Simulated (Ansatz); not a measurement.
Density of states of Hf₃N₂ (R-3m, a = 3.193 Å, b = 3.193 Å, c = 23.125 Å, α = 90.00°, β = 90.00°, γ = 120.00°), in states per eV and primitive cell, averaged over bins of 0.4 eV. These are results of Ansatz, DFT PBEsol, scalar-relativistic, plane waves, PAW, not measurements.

Cutoff 420 eV; k points 12×12×12 on the computed 5-atom cell (Γ-centred); Gaussian smearing, width 0.10 eV; no spin polarisation.

The cell is relaxed at this level. The states (both spins) are summed by tetrahedra on a 18×18×18 mesh at the self-consistent density. Energies are bin centres; the table starts no lower than −8 eV and ends at 6 eV, or lower where the solved bands end.

It is a metal at this level.

```csv
E − E_F (eV),total,Hf 5d,N 2p,Hf 6s,N 2s
-7.75,0.65,0.22,0.31,0.08,0.00
-7.35,1.46,0.48,0.73,0.17,0.02
-6.95,2.36,0.69,1.26,0.28,0.04
-6.55,0.71,0.18,0.39,0.10,0.01
-6.15,4.14,1.04,2.44,0.48,0.03
-5.75,2.33,0.63,1.40,0.19,0.02
-5.35,6.37,1.95,4.12,0.10,0.03
-4.95,4.53,1.31,2.96,0.07,0.04
-4.55,4.60,1.26,3.08,0.06,0.03
-4.15,2.26,0.52,1.64,0.01,0.01
-3.75,0.58,0.13,0.43,0.00,0.00
-3.35,0.00,0.00,0.00,0.00,0.00
-2.95,0.15,0.13,0.01,0.01,0.00
-2.55,1.05,0.73,0.09,0.17,0.02
-2.15,2.23,1.31,0.26,0.53,0.04
-1.75,1.21,0.88,0.09,0.19,0.01
-1.35,2.21,1.70,0.18,0.24,0.01
-0.95,2.84,2.29,0.22,0.18,0.01
-0.55,3.26,2.69,0.28,0.13,0.03
-0.15,2.23,1.70,0.24,0.12,0.05
0.25,1.45,1.17,0.18,0.04,0.02
0.65,1.70,1.41,0.21,0.02,0.01
1.05,1.78,1.46,0.23,0.03,0.02
1.45,1.67,1.39,0.19,0.03,0.02
1.85,2.39,1.93,0.32,0.04,0.03
2.25,2.71,2.25,0.30,0.04,0.04
2.65,3.56,2.94,0.36,0.09,0.08
3.05,3.82,3.06,0.43,0.12,0.11
```

The columns after the total are the main Löwdin projections on the occupied valence shells of the potentials; 3 others are left out. The rest of the total lies in those, in shells that are empty in the free atom, which aren't projected, and between the atoms.

Spin-orbit coupling is left out, which matters for the bands of heavy elements.

Whether Hf3N2 exists in this form wasn't checked.